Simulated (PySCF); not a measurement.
**Ionisation energy of Be by level of theory**

Be [He] 2s2 (1S) → Be⁺ [He] 2s1 (2S), as a difference of total energies. Calculation: PySCF 2.14, in cc-pVTZ (4s3p2d1f, 30 functions); the non-relativistic Hamiltonian (point nucleus). Correlated levels: valence: 1s2 frozen. The calculations carry no spin-orbit coupling.

```
       method  ionisation energy (eV)
          UHF                   8.045
          LDA                   9.023
          PBE                   8.995
         PBE0                   8.970
       r2SCAN                   8.789
       PBEsol                   8.891
        TPSSh                   9.056
         TPSS                   9.063
MP2 (valence)                   8.811
```

Q: Estimate what SCS-MP2 (valence) gives.

A: 8.965 eV, closest to PBE0 among the rows shown.

Q: Estimate what BHandHLYP gives.

A: 8.964 eV, closest to PBE0 among the rows shown.

Errors of the correlated levels include the incompleteness of this basis and the frozen core.

MP2 underrates the near-degeneracy of ns² with np² in the lower species.

For comparison: 9.323 eV (measured; NIST Atomic Spectra Database, ionization energies).
